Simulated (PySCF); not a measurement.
C5H6.
SMILES: `C#CCC=C`

Torsions of this conformer, `[CH:1]#[C:2][CH2:3][CH:4]=[CH2:5]`: C2–C3–C4–C5 -121°.

The closed-shell ground state was solved at several levels (PySCF, density fitting, gas phase, non-relativistic). The structure is a single GFN2-xTB conformer in the gas phase; no vibrational or solvent corrections.

```csv
level,basis functions,total energy (Eh),HOMO (eV),LUMO (eV),gap (eV),dipole (D)
B3LYP/pcJ-1,195,-194.0612,-7.37,-0.05,7.32,0.57
B3LYP/def2-SVPD,148,-193.9131,-7.41,-0.17,7.24,0.57
PBE0/def2-SVPD,148,-193.6640,-7.64,0.07,7.71,0.58
```

Task: What might PBE0/pcSseg-1 (115 basis functions) give for the same quantities?

Result: Total energy -193.7745 Eh, HOMO -7.63 eV, LUMO 0.17 eV, gap 7.80 eV, dipole 0.57 D.

Task: Over all these levels, which gives the widest orbital gap and which the narrowest?

Result: PBE0/pcSseg-1 (global hybrid, 25 % exact exchange) has the widest, 7.80 eV, and B3LYP/def2-SVPD (global hybrid, 20 % exact exchange) the narrowest, 7.24 eV. Functional and basis both differ between the two, so the spread mixes both effects.

Task: How far do the dipole and the HOMO energy spread over the levels?

Result: The dipole runs from 0.57 to 0.58 D (mean 0.57 D) and the HOMO from -7.64 to -7.37 eV.
